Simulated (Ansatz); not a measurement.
# BSiH₃ (triplet): the correlation ladder at distance B1–H4 along a hydrogen transfer = 1.306 Å, cc-pVTZ

The task here is to estimate one member of a computed series from the others.

The runs use Ansatz 0.2.0, Gaussian basis; cc-pVTZ, core rule «outside noble gas», up to 6 orbitals frozen.

Plan: UHF; CCSD(T) on ROHF; CCSD(T) on UHF; BCCD(T) on ROHF; CISD; CCSDT(Q) on ROHF; CCSDT(Q) on UHF; CASSCF and NEVPT2, 4 electrons in 4 orbitals; CASSCF and NEVPT2, 10 electrons in 11 orbitals.

1 further run of the same task is left out (for a known fault of the program).

## What is computed

The geometry derives from fragments relaxed apart (PBE0/def2-TZVP) and kept rigid, so it is no stationary point. A hydrogen atom is moved between rigid fragments.

5 atoms, charge 0, spin multiplicity 3.

Atoms are counted from 1 here; the program's logs count them from 0.

Bond lengths: B1–H2 1.193 Å, B1–H3 1.193 Å, B1–H4 1.306 Å. Angles: H2–B1–H3 120.0°, H2–B1–H4 120.0°, H3–B1–H4 120.0°.

The first run:

in.yaml

```yaml
crystal:
  periodic: [false, false, false]
  atoms:
    - {symbol: B, position_ang: [-2.296025, 0.000000, 0.000000]}
    - {symbol: H, position_ang: [-2.892758, 1.033571, 0.000000]}
    - {symbol: H, position_ang: [-2.892758, -1.033571, 0.000000]}
    - {symbol: H, position_ang: [-0.990025, 0.000000, 0.000000]}
    - {symbol: Si, position_ang: [1.126975, 0.000000, 0.000000]}
basis:
  gaussian: {orbitals: cc-pVTZ}
magnetization: {spin_polarized: true, initial_magnetization: 2}
hamiltonian: {xc: hf}
output: {orbitals: {seedname: orbitals}}
```

Launch:

```sh
ansatz run in.yaml --threads 1 --pin off --events-out ev --progress --plain --max-ram 4096MiB --backend cpu
```

Steps of the session up to this table: UHF; CCSD(T) on ROHF; CCSD(T) on UHF; BCCD(T) on ROHF; CISD; CCSDT(Q) on ROHF; CCSDT(Q) on UHF; CASSCF and NEVPT2, 4 electrons in 4 orbitals; CASSCF and NEVPT2, 10 electrons in 11 orbitals.

One table of the session follows, with a row left open; its other results are not shown here.

```
        method  from UCCSDT(Q) (kcal/mol)
          ROHF                    +142.80
           UHF                    +139.94
          RMP2                     +29.33
          UMP2                          ?
          CISD                     +15.34
         RCCSD                      +5.09
         UCCSD                      +4.97
      RCCSD(T)                      +1.01
      UCCSD(T)                      +0.99
       BCCD(T)                      +1.01
        RCCSDT                      +0.16
        UCCSDT                      +0.13
     RCCSDT(Q)                      +0.03
     UCCSDT(Q)                          0
CASSCF valence                     +99.94
NEVPT2 valence                     +27.22
```

**Question.** Estimate the row for UMP2.

As computed: from UCCSDT(Q) (kcal/mol): +29.66. In the column «from UCCSDT(Q) (kcal/mol)» it lies between RMP2 (+29.33) and CASSCF valence (+99.94).

To keep in mind: Left out of the table: CASSCF pair, NEVPT2 pair (the active space lost an orbital or holds another state than full CI finds). Restricted and unrestricted rows rest on different reference determinants; where their highest levels disagree by more than a few hundredths of an eV, they describe different states and don't form one ladder. Warnings in the runs' records: passed over end.
